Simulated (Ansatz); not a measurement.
Reaction (SMILES): C=O (CH2-O) + 2 [H][H] (H2) → C (CH4) + O (H2O)
B3LYP-D3(BJ)/def2-TZVP geometries, fixed; electronic energies without zero-point terms.
Largest species:
```
C
H 1 1.0892
H 1 1.0892 2 109.47
H 1 1.0892 2 109.47 3 120.00
H 1 1.0892 2 109.47 3 -120.00
```
Charge 0, spin multiplicity 1.

Effect of the final integration grid (spheres per factor e of radius in core and valence, angular degree) at PBE0/def2-TZVPP with Ansatz (a program for electronic structure), against the last row, where the energy of full hydrogenation is -62.69 kcal/mol. The default's grid is 13, 11, 36.

| setting | largest shift of a total energy (mEh) | shift of the energy of full hydrogenation (kcal/mol) |
|---|---|---|
| accuracy: medium (default) | 0.000 | 0.000 |
| final_grid: 4, 3, 11 | 1.155 | -0.633 |
| final_grid: 6, 5, 17 | -0.113 | -0.067 |
| final_grid: 8, 7, 23 | -0.029 | -0.020 |
| final_grid: 10, 9, 29 | -0.003 | -0.002 |
| final_grid: 18, 15, 47 | 0.000 | 0.000 |
| final_grid: 26, 22, 59 | 0.000 | 0.000 |

Within 0.02 kcal/mol in the energy of full hydrogenation: accuracy: medium (default); final_grid: 10, 9, 29; final_grid: 18, 15, 47. The largest shift is 1.155 mEh in a total energy and 0.633 kcal/mol in the difference.
